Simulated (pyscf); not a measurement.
A first-order saddle from PySCF, ωB97X-D3(BJ)/def2-SVP:

```
As
H 1 1.5063
H 1 1.5303 2 97.30
H 1 1.9287 2 82.19 3 137.19
Ga 4 1.7000 1 84.45 2 132.37
H 5 1.5909 4 117.90 1 75.73
```
Charge 0, spin multiplicity 1.

Surface: singlet, charge 0. Lowest wavenumbers (cm⁻¹): 1028i, 142, 223, 437, 520.

Problem. Which two sides does it connect, and which bonds change?

Solution. H₂Ga–AsH₂ ⇌ AsH₃ + GaH [singlet], a 1,1-elimination read from left to right: As–Ga, Ga–H broken and As–H formed. At CCSD(T)/def2-TZVPP + ΔMP2(QZVPP) it lies +52.6 kcal/mol from the left side and +20.8 kcal/mol from the right (each side as separated species at their lowest minima found). On the product side the descent ends in an adduct with a As–Ga contact, 9.6 kcal/mol under the separated species and 33.3 kcal/mol under the saddle at ωB97X-D3(BJ)/def2-TZVP. What is counted as broken (As–Ga) persists as a longer contact in the product adduct; parting that adduct is a step of its own. At ωB97X-D3(BJ)/def2-TZVP the barrier from the zero used here is 61.1 kcal/mol. This is the saddle that the search found; another between the same sides may lie lower. One closed-shell reference is unstable to symmetry breaking; treat the single-reference values with care. The CCSD(T) − MP2 part came from Ansatz, without density fitting, on the same reference. The frozen core leaves the outer d or s,p core shells of the metals and heavy elements correlated in the MP2 and CC values, and def2-TZVPP describes them poorly, which can shift differences by a few kcal/mol. Elements up to Kr have no core potential and no relativistic terms here.
